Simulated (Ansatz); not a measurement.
Two structures, one formula

Two relaxed structures of BH₂O₂, doublet (PBE0-D4/def2-TZVP; forces vanish, vibrations not checked).

A:

O1  (-0.172, -1.388, -0.332)
B2  (-0.333, -0.074, -0.176)
O3  (0.543, 0.783, 0.406)
H4  (-1.383, 0.323, -0.620)
H5  (1.345, 0.357, 0.723)
(Å)

B:

O1  (-0.221, -1.499, -0.376)
B2  (0.555, 0.766, 0.409)
O3  (-0.355, -0.034, -0.180)
H4  (-1.198, 0.267, -0.539)
H5  (1.580, 0.351, 0.837)
(Å)

Computed with Ansatz 0.2.0 (basis: def2-TZVPP); correlated methods freeze the cores; orbitals are unrestricted. B3LYP uses VWN-RPA correlation.

**Question.** Which structure is lower at CCSD(T), and by how much? (To be estimated.)

**Answer.** Computed: A, by 157.92 kcal/mol (electronic energy, against the other). By their contacts, A is BH₂O₂ ([O][BH][OH]) and B is BH₂O₂ ([BH][OH][O]).

All methods give the same order:

```tsv
method	E(B) − E(A) (kcal/mol)
PBE-D4	151.47
r2SCAN-D4	156.70
PBE0-D4	157.06
B3LYP-D4	155.96
wB97M-V	158.27
HF	165.11
MP2	159.68
CCSD	159.71
CCSD(T)	157.92
```

No T1 diagnostic of these runs exceeds 0.024. ⟨S²⟩ of the unrestricted Hartree–Fock references: 0.76 to 0.77 (a pure state has 0.75).

Labels in which every atom is bracketed show which atoms are joined, not bond orders.

For scale, one of the runs: CCSD(T)/def2-TZVPP, 121 basis functions, launched by `ansatz run in.yaml --threads 2 --pin off --events-out ev --progress --plain --max-ram 4352MiB`. Hardware: 2 CPU threads of an AMD EPYC 9B45, shared host. Wall time 12 s; peak host memory 1.3 GiB.
